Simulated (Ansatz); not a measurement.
Zinc-blende MgTe (metastable phase) was calculated with HSE06 (PAW; Ansatz, a program for electronic structure).

The run printed, among other lines:

```
WARN output.stress: scf.exx.energy_threshold = 1e-6 eV is looser than the 2e-8 eV advised for a stress under a hybrid functional (1e-8 eV for each atom of the …
Crystal: 2 atoms, lattice volume = 69.191 Å³
Basis set: ecut = 460 eV, 1471 PW (Γ), exchange–correlation on 72×72×72 points (8 copies of the dense FFT grid, shifted against one another)
Bands: 17, of which v1, the nominal top of the filled ones, is band 13 counted from 1 (12 counted from 0)
Symmetry: 24 space group operations
Space group: F-43m (ITA 216), of the structure as read, at distance tolerance 4.1e-5 Å
k-points: 29 of 512 (time reversal used)
SCF iter   1: F=—  HF=-8905.524222 eV  |F-HF|=—  |Δ(HF+E_count)|=         —  Δρ=9.53e-4  dr2=1.42e-3
SCF iter   2: F=-8905.524088 eV  HF=-8905.524087 eV  |F-HF|=1.21e-6  |Δ(HF+E_count)|=   1.35e-4  Δρ=2.83e-4  dr2=5.57e-5
Crystal: 2 atoms, lattice volume = 69.191 Å³
Initial density: handed on by an earlier stage of this run
  ...
Crystal: 2 atoms, lattice volume = 69.191 Å³
SCF iter   4: F=—  HF=-8910.479807 eV  |F-HF|=—  |Δ(HF+E_count)|=   1.27e-7  Δρ=2.86e-6  dr2=6.81e-9
SCF iter   5: F=-8910.479807 eV  HF=-8910.479807 eV  |F-HF|=5.28e-11  |Δ(HF+E_count)|=   3.32e-9  Δρ=3.38e-7  dr2=1.24e-10
SCF 3 converged in 5 iterations: F = -8910.479807 eV  dr2 = 1.24e-10
Free energy (F): -8910.479807 eV
Internal energy: -8910.479807 eV  (E = F + TS)
E sigma→0 (E₀):  -8910.479807 eV
Fermi energy:    5.118586 eV
--- Stress (GPa, compression-positive) ---
       -0.874157      -0.000000      -0.000000
        0.000000      -0.874157       0.000000
       -0.000000       0.000000      -0.874157
  P = ⅓ Tr σ = -0.8742 GPa (-8.742 kbar)
```

### Question
Write an input file that could have produced this run (the log leaves some choices open).

### Answer
One answer among several that fit: 
Ansatz 0.2 input:
```yaml
crystal:
  lattice:
    - [0.0, 3.258423393, 3.258423393]
    - [3.258423393, 0.0, 3.258423393]
    - [3.258423393, 3.258423393, 0.0]
  atoms:
    - { symbol: Mg, position: [0.0, 0.0, 0.0] }
    - { symbol: Te, position: [0.25, 0.25, 0.25] }
basis:
  ecutwfc: 460
  ecutrho_ratio: 4
  xc_grid: 2
kpoints:
  mp_grid: { grid: [8, 8, 8] }
hamiltonian:
  xc: hse06
  dispersion: none
  pseudopotentials: { kind: paw }
scf:
  occupations: { method: fermi_dirac, width: 0.01 }
  convergence: { dr2_threshold: 0.0000000002 }
output:
  forces: true
  stress: true
  eigenvalues: true
```

The cell is one volume of an energy–volume scan, off the minimum.

The PAW data were made under PBE.
